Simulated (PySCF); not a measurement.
Broadened absorption spectrum of C2H5F

Species: C2H5F.
InChI=1S/C2H5F/c1-2-3/h2H2,1H3

Computed, not measured: PySCF 2.14.0, density-fitted response routines, TDDFT CAM-B3LYP/aug-cc-pVTZ, vertical, gas phase, core orbitals frozen in the response. Isolated species at its PBE0-D3(BJ)/def2-TZVP geometry, gas phase.

Each state is given a Gaussian of 0.4 eV full width at half maximum, with ε(max) = 2.175×10⁸ f / Δν̃ (Δν̃ the width in cm⁻¹). The cross-section is σ = 3.8235×10⁻²¹ ε cm², given in Mb (10⁻¹⁸ cm²). The width is an assumption, not a result. The curve ends short of the highest state used, and states not computed would add to its high-energy end.

(E (eV), σ (Mb)): (7.85, 0.00), (7.90, 0.01), (7.94, 0.01), (7.99, 0.02), (8.03, 0.05), (8.08, 0.09), (8.13, 0.17), (8.17, 0.25), (8.22, 0.39), (8.26, 0.53), (8.31, 0.73), (8.36, 0.92), (8.40, 1.07), (8.45, 1.25), (8.50, 1.43), (8.54, 1.59), (8.59, 1.84), (8.63, 2.09), (8.68, 2.46), (8.73, 2.88), (8.77, 3.28), (8.82, 3.92), (8.86, 4.65), (8.91, 6.04), (8.96, 8.20), (9.00, 10.61), (9.05, 14.47), (9.09, 18.08), (9.14, 22.89), (9.19, 27.49), (9.23, 30.67), (9.28, 33.75), (9.33, 35.72), (9.37, 36.54), (9.42, 36.67), (9.46, 36.05)

Q: Locate the maxima and give the states behind the curve.

A: 132 nm (9.40 eV), ε about 9600, made up of S4 (19%), S5 (25%), S6 (13%) and S7 (29%) (ε in L mol⁻¹ cm⁻¹; maxima over ε = 5, shares over 10%). The states used: S1 8.45 eV (f 0.0038); S2 8.81 eV (f 0.010); S3 9.16 eV (f 0.019); S4 9.26 eV (f 0.038); S5 9.28 eV (f 0.045); S6 9.47 eV (f 0.021); S7 9.55 eV (f 0.062); S8 9.56 eV (f 0.020); S9 10.04 eV (f 0.069); S10 10.06 eV (f 0.0019).

Q: What would ε be at 9.40 eV, the highest of these maxima, with half the width (0.2 eV)?

A: About 7700 L mol⁻¹ cm⁻¹ against 9610, a factor of about 0.8; a lone state at its own centre would give exactly 2.

Q: Coming from long wavelengths, where does ε first pass 100 L mol⁻¹ cm⁻¹?

A: At about 151 nm (8.22 eV), 0.23 eV below S1.
